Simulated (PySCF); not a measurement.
Series: cyclo[n]carbon rings. Isolated molecules, 0 K electronic values unless said otherwise. Each species was relaxed from one start; no search for lower structures was made at this level. Strings in code marks are SMILES. All members: neutral, multiplicity 1. Level: CAM-B3LYP-D3(BJ)/def2-SVP (PySCF). Delta-SCF ions had no search for a lower state.  The removal energy is E(N − 1 electrons) − E(N electrons) at the parent's geometry; ε(HOMO) is measured against the vacuum level.

| species | −ε(HOMO) (eV) | vertical ionisation energy (Delta-SCF) (eV) |
|---|---|---|
| cyclo[24]carbon `C1#CC#CC#CC#CC#CC#CC#CC#CC#CC#CC#CC#C1` | 7.42 | 7.89 |
| cyclo[12]carbon `C1#CC#CC#CC#CC#CC#C1` | 7.64 | withheld |
| cyclo[26]carbon `c1c#cc#cc#cc#cc#cc#cc#cc#cc#cc#cc#cc#cc#1` | 7.72 | 8.01 |
| cyclo[22]carbon `c1c#cc#cc#cc#cc#cc#cc#cc#cc#cc#cc#1` | 7.78 | 8.13 |
| cyclo[18]carbon `c1c#cc#cc#cc#cc#cc#cc#cc#cc#1` | 7.87 | 8.31 |
| cyclo[10]carbon `c1c#cc#cc#cc#cc#1` | 8.87 | 9.69 |

**Question.** Fit vertical ionisation energy (Delta-SCF) = a + b·x to the 5 complete rows by least squares, with x = −ε(HOMO) in eV. Give a, b and the rms residual, and predict the withheld value.

**Answer.** Means of the 5 rows: x̄ = 7.932, ȳ = 8.406 eV. Σ(x − x̄)² = 1.2139 and Σ(x − x̄)(y − ȳ) = 1.6004, so b = 1.318 and a = ȳ − b·x̄ = -2.048 eV. The rms residual is 0.097 eV. At x = 7.64 the line gives 8.02 eV. The run for cyclo[12]carbon `C1#CC#CC#CC#CC#CC#C1` gave 8.42 eV, so the line is off by 0.40 eV, more than twice the rms residual.

Codes: PySCF.
